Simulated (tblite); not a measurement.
C₅H₈N (doublet state).
Numbering: `[CH3:1][C:2]#[C:3][C:4]([CH3:5])[NH2:6]` (hydrogens: H7, H8, H9 on C1; H10, H11, H12 on C5; H13, H14 on N6)

The geometry is computed with GFN2-xTB (gas phase). This method treats the open shell by occupation alone, without spin polarisation.

Problem. What internal coordinates does the optimisation give?

Solution. 
```tsv
bond	length (pm)
C1–C2	144.5
C2≡C3	121.8
C3–C4	136.8
C4–C5	149.3
C4–N6	139.8
C1–H7, C1–H8, C1–H9	109.2
C5–H10, C5–H11, C5–H12	109.1
N6–H13, N6–H14	101.0
```

Bonds in one row agree within 1 pm and their mean is given. A selection of angles:
```tsv
angle	degrees
C2–C1–H7	109.9
C2–C1–H8	110.6
H7–C1–H8	108.6
H8–C1–H9	108.4
C1–C2–C3	178.9
C2–C3–C4	178.6
C3–C4–C5	122.2
C3–C4–N6	120.6
C5–C4–N6	117.0
C4–C5–H10	110.8
C4–C5–H12	110.2
H10–C5–H11	107.5
H10–C5–H12	108.7
C4–N6–H13	114.5
C4–N6–H14	114.5
H13–N6–H14	113.3
```

The 6 heavy atoms lie in one plane (0.014 Å rms). N6 (nitrogen bonded to C and 2 H) is pyramidal (angles 114.5°, 114.5° and 113.3°, sum 342.3°, 0.27 Å off the plane of its three neighbours). The 4 C–C bonds span 1.218 Å (C2≡C3, drawn triple) to 1.493 Å (C4–C5, drawn single), a spread of 0.275 Å. C4 (carbon bonded to 2 C and N) is planar (angles 122.2°, 120.6° and 117.0°, sum 359.8°, 0.04 Å off the plane of its three neighbours).

GFN2-xTB frequencies show an imaginary mode (30i cm⁻¹), so the point is no minimum at that level.

The values belong to the conformer `[CH3:1][C:2]#[C:3][C:4]([CH3:5])[NH2:6]`: H–N6–C4–C3 -20°, H–N6–C4–C3 -153°.
